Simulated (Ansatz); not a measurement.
Correlation energies of C4H6O (`C=CC(=C)O`) by basis set

```xyz
11

C     0.1091    1.0054    1.6569
C     0.2145   -0.0851    0.9037
C    -0.0792   -0.1317   -0.5211
C     0.0393   -1.2513   -1.2429
O    -0.4791    1.0581   -1.0338
H    -0.2122    1.9497    1.2348
H     0.3421    0.9779    2.7141
H     0.5373   -1.0260    1.3365
H     0.3636   -2.1677   -0.7714
H    -0.1812   -1.2789   -2.3039
H    -0.6541    0.9496   -1.9728
```

Total charge 0; spin multiplicity 1. The geometry is a stationary point of PBE0-D4/def2-TZVP. It is one conformer, not always the lowest. Frozen core, restricted reference, Ansatz. CBS rows extrapolate triple and quadruple zeta; past MP2 they add the triple-zeta difference.

```tsv
basis	HF (Eh)	MP2 corr.	CCSD corr.	(T)	CCSD(T) total
def2-TZVPP	-229.87896	-0.88212	-0.91438	?	?
def2-QZVPP	-229.88939	-0.94286	–	–	–
CBS(def2)	?	?	?	as TZ	?
```

Question: Fill in the withheld values. (Estimate.)

Answer: The calculation gave: def2-TZVPP (T): -0.04118; def2-TZVPP CCSD(T) total: -230.83452; CBS(def2) HF (Eh): -229.89083; CBS(def2) MP2 corr.: -0.98784; CBS(def2) CCSD corr.: -1.02010; CBS(def2) CCSD(T) total: -230.95211.
